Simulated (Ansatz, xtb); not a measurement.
**CH6BSi: where a starting geometry ends**

The starting geometry of this gas-phase doublet was built from a drawn formula by distance geometry and a force field; its bonds are those of `[CH2][BH2-][SiH2+]`.

```yaml
atoms:
  - { symbol: C, position_ang: [-0.8036, 0.9962, 2.0131] }
  - { symbol: B, position_ang: [-0.2559, 0.6566, 0.5666] }
  - { symbol: Si, position_ang: [-1.7636, 0.5194, -0.7089] }
  - { symbol: H, position_ang: [0.0525, 1.3383, 2.6592] }
  - { symbol: H, position_ang: [-1.3095, 0.0445, 2.4888] }
  - { symbol: H, position_ang: [0.3359, -0.3928, 0.5613] }
  - { symbol: H, position_ang: [0.4490, 1.5238, 0.2096] }
  - { symbol: H, position_ang: [-1.9634, -0.7146, -1.4458] }
  - { symbol: H, position_ang: [-2.6446, 1.6637, -0.9028] }
```

Problem. Predict what it relaxes into with r2SCAN-D4/def2-SVP.

Solution. A new bond forms, giving a structure given below by its coordinates. Distances that change by over a tenth: B2–Si3 (1.98 → 2.26 Å). Contacts that close: C1–Si3 (2.93 → 1.89 Å).

The energy falls by 2.75 eV over 16 steps:

```tsv
step	E − E(last) (eV)
1	2.748
3	1.837
4	1.656
6	1.160
8	0.513
9	0.215
11	0.031
13	0.001
14	0.000
16	0.000
```

Final geometry (Å):

```xyz
9

C    -0.9266    0.6510    1.5325
B     0.3371    0.5634    0.6228
Si   -1.7914    0.6557   -0.1433
H    -1.1258    1.5947    2.0599
H    -1.2213   -0.2405    2.1040
H     0.7696   -0.5177    0.2872
H     0.8791    1.5764    0.2373
H    -2.4768   -0.5789   -0.5996
H    -2.3471    1.9311   -0.6596
```

From the same start GFN2-xTB reaches the same bonding as this run.

The end wasn't checked by frequencies. Open shells are spin-unrestricted. Run with Ansatz 0.2.0, 110 s on 1 thread of Arm Neoverse V1 (shared host).
